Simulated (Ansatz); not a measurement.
Consider the hydrogenolysis of a C–C bond: `CC(F)OC=N` + H₂ → `N=COCF` + CH₄.

Calculated with Ansatz (gas phase, PBE0-D4/def2-TZVP geometries, no zero-point term in ΔE). CCSD(T)/CBS adds triple-zeta CCSD(T) − MP2 to the extrapolated MP2 energy (def2 sets, frozen cores). This one scheme is used for every species. Functionals use def2-TZVPP. B3LYP here is the variant with VWN-RPA as its local correlation; programs differ in this. One conformer a species, not always the lowest.

`CC(F)OC=N`:

```xyz
12

C    -1.270   -1.289    0.531
C    -0.209   -0.553   -0.230
F     0.712   -1.446   -0.717
O     0.451    0.312    0.658
C     1.108    1.361    0.129
N     1.128    1.627   -1.098
H    -1.753   -2.013   -0.125
H    -0.824   -1.812    1.377
H    -2.020   -0.587    0.899
H    -0.584    0.015   -1.083
H     1.593    1.918    0.933
H     1.668    2.467   -1.274
```

H₂:

```xyz
2

H     0.328   -0.087    0.156
H    -0.328    0.087   -0.156
```

`N=COCF`:

Z-matrix (Å, degrees):
```
C
F 1 1.350
O 1 1.397 2 106.3
H 1 1.096 2 108.9 3 119.2
H 1 1.097 2 108.9 3 -119.2
C 3 1.349 1 117.2 2 179.9
N 6 1.258 3 130.3 1 0.0
H 6 1.088 3 109.0 1 -180.0
H 7 1.017 6 114.4 3 0.0
```

CH₄:

Cartesian coordinates in Å:
```
C 0.000 0.000 0.000
H -0.831 -0.213 0.672
H 0.598 0.814 0.408
H -0.388 0.289 -0.977
H 0.620 -0.890 -0.104
```

| level | ΔE (kcal/mol) | difference from CCSD(T)/CBS |
| --- | --- | --- |
| PBE-D4 | -5.2 | -0.6 |
| r2SCAN-D4 | -4.8 | -0.2 |
| PBE0-D4 | -5.4 | -0.8 |
| B3LYP-D4 | -5.8 | -1.2 |
| ωB97X-V | -4.6 | 0.0 |
| ωB97M-V | -4.5 | 0.1 |
| B2PLYP | -6.4 | -1.8 |
| PBE | -6.3 | -1.7 |
| r2SCAN | -5.2 | -0.6 |
| PBE0 | -6.4 | -1.8 |
| B3LYP | -7.6 | -3.0 |
| HF/def2-TZVPP | -9.0 | -4.4 |
| MP2/def2-TZVPP | -4.4 | 0.2 |
| SCS-MP2/def2-TZVPP | -5.5 | -0.9 |
| CCSD/def2-TZVPP | -6.0 | -1.4 |
| CCSD(T)/def2-TZVPP | -5.2 | -0.6 |
| HF/def2-QZVPP | -9.0 | -4.4 |
| MP2/def2-QZVPP | -4.1 | 0.5 |
| SCS-MP2/def2-QZVPP | -5.2 | -0.6 |
| HF/CBS(def2) | -9.0 | -4.4 |
| MP2/CBS(def2) | -3.8 | 0.8 |
| CCSD/CBS(def2) | -5.4 | -0.8 |
| CCSD(T)/CBS | -4.6 | 0 |

Largest T1 diagnostic among the species: 0.013.

The D4 term adds +1.8 kcal/mol with B3LYP and +1.0 kcal/mol with PBE0; it sums over pairs of atoms, weighted by their polarisabilities, and B3LYP, whose exchange is more repulsive, gets the larger term. In def2-TZVPP, CCSD(T) changes the Hartree–Fock value by +3.8 kcal/mol (the triples alone add +0.8 kcal/mol) and MP2 by +4.6 kcal/mol.
